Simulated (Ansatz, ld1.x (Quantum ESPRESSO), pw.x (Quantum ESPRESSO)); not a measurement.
## What a changed setting does to a pw.x run (fcc H)

Potential: PAW, ld1.x (Quantum ESPRESSO) 7.5, PBEsol; core none, reference 1s1; waves: 1s (bound): rcut 1.35, rcutus 1.50 bohr; 1s channel at 0.85 Ry: rcut 1.35, rcutus 1.50 bohr; 2p channel at 0.05 Ry: rcut 1.15, rcutus 1.45 bohr; 2p channel at 1.8 Ry: rcut 1.15, rcutus 1.45 bohr; local part: all-electron potential smoothed inside 1.45 bohr (lloc = -2); core correction: none; augmentation: PSQ, inside the norm-conserving radii.

The reference run (k-mesh 18³, cutoffs 40/360 Ry, Fermi–Dirac 0.01 Ry, mixing_beta 0.4, conv_thr 1e-9, no spin) gives 0.99 GPa at 2.917 Å³/atom, where all-electron LAPW gives -0.10 GPa. This run, with its own iteration cap, changes smearing to mv.

```
&control
  calculation='scf', prefix='x', pseudo_dir='./', outdir='./tmp', tstress=.true., disk_io='none'
/
&system
  ibrav=0, nat=1, ntyp=1, ecutwfc=40, ecutrho=360, nbnd=7,
  occupations='smearing', smearing='mv', degauss=0.01
/
&electrons
  conv_thr=1e-09, mixing_beta=0.4, electron_maxstep=50
/
ATOMIC_SPECIES
H 1.0 H.UPF
CELL_PARAMETERS angstrom
  0.00000000 1.13405855 1.13405855
  1.13405855 0.00000000 1.13405855
  1.13405855 1.13405855 0.00000000
ATOMIC_POSITIONS crystal
H 0.0000 0.0000 0.0000
K_POINTS automatic
18 18 18 0 0 0
```

```bash
pw.x < H.scf.in > H.scf.out
```

Question: How does the run end?

Answer: It converges in 5 iterations; the free energy moves by +3.3 meV/atom and the pressure by -0.06 GPa. This scheme is built to cancel the term in the square of the width that Fermi–Dirac smearing leaves in the F of a metal.

```
Message from routine setup:
     using ibrav=0 with symmetry is DISCOURAGED, use correct ibrav instead
     lattice parameter (alat)  =       3.0307  a.u.
     unit-cell volume          =      19.6849 (a.u.)^3
     number of electrons       =         1.00
     number of Kohn-Sham states=            7
     kinetic-energy cutoff     =      40.0000  Ry
     charge density cutoff     =     360.0000  Ry
     scf convergence threshold =      1.0E-09
     Exchange-correlation= SLA  PW   PSX  PSC
     number of k points=   195  Marzari-Vanderbilt smearing, width (Ry)=  0.0100
     iteration #  1     ecut=    40.00 Ry     beta= 0.40
     total energy              =      -1.07088825 Ry
     estimated scf accuracy    <       0.00001073 Ry
     iteration #  2     ecut=    40.00 Ry     beta= 0.40
     total energy              =      -1.07089320 Ry
     estimated scf accuracy    <       0.00000375 Ry
     iteration #  3     ecut=    40.00 Ry     beta= 0.40
     total energy              =      -1.07089358 Ry
     estimated scf accuracy    <          7.6E-09 Ry
     iteration #  4     ecut=    40.00 Ry     beta= 0.40
     total energy              =      -1.07089358 Ry
     estimated scf accuracy    <          3.3E-09 Ry
     iteration #  5     ecut=    40.00 Ry     beta= 0.40
     the Fermi energy is     3.9659 ev
!    total energy              =      -1.07089358 Ry
     estimated scf accuracy    <          1.3E-11 Ry
     smearing contrib. (-TS)   =       0.00000810 Ry
     convergence has been achieved in   5 iterations
          total   stress  (Ry/bohr**3)                   (kbar)     P=        9.35
     Message from routine punch:
     Nothing written, as per user request (disk_io='none')
```

The run took about 1.9 s on one core of a shared host (Neoverse-V1, 32 threads, 247 GiB, load 31).
